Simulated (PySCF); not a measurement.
C₃H₄F₂.
SMILES with atom numbers: `[F:1]/[CH:2]=[CH:3]/[CH2:4][F:5]` (hydrogens: H6 on C2; H7 on C3; H8, H9 on C4)

Torsions of this conformer, `[F:1]/[CH:2]=[CH:3]/[CH2:4][F:5]`: C2–C3–C4–F5 0°.

The closed-shell ground state was solved at several levels (PySCF, density fitting, gas phase, non-relativistic). Isolated species at its PBE0-D3(BJ)/def2-SVP geometry (one conformer only).

```csv
level,basis functions,total energy (Eh),HOMO (eV),LUMO (eV),gap (eV),dipole (D)
PBE0/pcSseg-1,105,-316.0111,-7.46,0.35,7.81,1.69
B3LYP/pcJ-1,175,-316.3814,-7.23,0.09,7.32,1.70
HF/pcSseg-2,236,-314.8921,-10.23,2.64,12.87,1.88
```

Estimate the row for CAM-B3LYP/def2-SVPD, a basis of 138 functions; the other rows only guide the guess.

Total energy -316.0440 Eh, HOMO -8.94 eV, LUMO 1.28 eV, gap 10.22 eV, dipole 1.83 D.

Over all these levels, which gives the widest orbital gap and which the narrowest?

HF/pcSseg-2 (Hartree–Fock, all exact exchange) has the widest, 12.87 eV, and B3LYP/pcJ-1 (global hybrid, 20 % exact exchange) the narrowest, 7.32 eV. Functional and basis both differ between the two, so the spread mixes both effects.

How far do the dipole and the HOMO energy spread over the levels?

The dipole runs from 1.69 to 1.88 D (mean 1.78 D) and the HOMO from -10.23 to -7.23 eV.
